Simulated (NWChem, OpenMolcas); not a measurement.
## SO2F2 (sulfuryl fluoride): the dipole moment, rung by rung

The species is SO2F2 (5 atoms), meant as a singlet with charge 0. As SMILES, `O=S(=O)(F)F`. The shape is that of a PBE0-D4/def2-TZVP optimisation.

Quantity: the dipole moment, in D. The values are calculated.

**What was measured.** NIST CCCBDB gives the dipole moment of the gas as 1.12 D.

| level | kind | program | value (D) | computed − measured |
| --- | --- | --- | --- | --- |
| revPBE/6-311+G** | GGA | NWChem | 0.92 | -0.20 |
| M06-L/6-311+G** | meta-GGA | OpenMolcas | 0.87 | -0.25 |
| r2SCAN/6-311+G** | meta-GGA | OpenMolcas | 0.94 | -0.18 |
| BHLYP/6-311+G** | global hybrid | NWChem | 0.98 | -0.14 |
| M06-2X/6-311+G** | hybrid meta-GGA | OpenMolcas | 0.95 | -0.17 |
| PBE0/6-311+G** | global hybrid | OpenMolcas | 0.94 | -0.18 |
| CAM-B3LYP/6-311+G** | range-separated hybrid | NWChem | 0.96 | -0.16 |
| wB97X/6-311+G** | range-separated hybrid | NWChem | 0.96 | -0.16 |

Nearest: BHLYP/6-311+G** (-0.14 D); farthest: M06-L/6-311+G** (-0.25 D). The measured dipole is a vibrational average, so differences of a few hundredths of a debye mean little. Computed less measured by kind, in D (6-311+G** rows): GGA -0.20; meta-GGA -0.25 to -0.18; global hybrid -0.18 to -0.14; range-separated hybrid -0.16 to -0.16. Magnitudes only: a small dipole may point the other way at some levels.
